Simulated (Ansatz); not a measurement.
Compare A (`CCC(=N)N`) with its isomer B (`CNC(C)=N`).

Calculated with Ansatz (gas phase, PBE0-D4/def2-TZVP geometries, no zero-point term in ΔE). CCSD(T)/CBS is the MP2 limit (def2-TZVPP, def2-QZVPP) plus CCSD(T) − MP2 in def2-TZVPP, frozen cores. DFT in def2-TZVPP. Each species was taken in one conformer, which may not be the lowest.

(1) Which is lower in electronic energy at CCSD(T)/CBS, and by how much? (Best estimate.)

(2) Give E(B) − E(A) in kcal/mol with HF/def2-TZVPP, PBE-D4, r2SCAN-D4, MP2/def2-TZVPP, ωB97M-V, PBE0-D4, CCSD(T)/def2-TZVPP. (An estimate is asked.)

Largest T1 diagnostic: 0.012.

## Answers

(1) Ansatz gave: A, by 5.1 kcal/mol.

(2) Ansatz gave: HF/def2-TZVPP 4.7, PBE-D4 4.4, r2SCAN-D4 4.6, MP2/def2-TZVPP 5.4, ωB97M-V 5.0, PBE0-D4 4.7, CCSD(T)/def2-TZVPP 5.2. None reverses the order clearly.
